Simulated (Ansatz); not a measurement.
Ansatz (a quantum-chemistry and plane-wave program) input:

Ansatz 0.2 input:
```yaml
crystal:
  periodic: [false, false, false]
  atoms:
    - {symbol: C, position_ang: [1.26685564, 0.06866209, -0.09502111]}
    - {symbol: C, position_ang: [0.00340786, -0.07066892, 0.38584788]}
    - {symbol: C, position_ang: [-1.26850322, -0.03449626, -0.09152220]}
    - {symbol: H, position_ang: [1.52547013, -0.14430834, -1.14291967]}
    - {symbol: H, position_ang: [2.10459149, 0.36655019, 0.53354538]}
    - {symbol: H, position_ang: [-1.54432028, 0.53520516, -0.99135246]}
    - {symbol: H, position_ang: [-2.09630303, -0.53842847, 0.40489928]}
basis:
  gaussian:
    orbitals: def2-TZVPD
hamiltonian:
  xc: {name: B3LYP}
total_charge: -1
magnetization: {spin_polarized: true, initial_magnetization: 1}
output: {forces: true}
```

Question: What final total energy does it print?

Answer: -116.66946 Eh (B3LYP/def2-TZVPD). The basis has 147 functions.
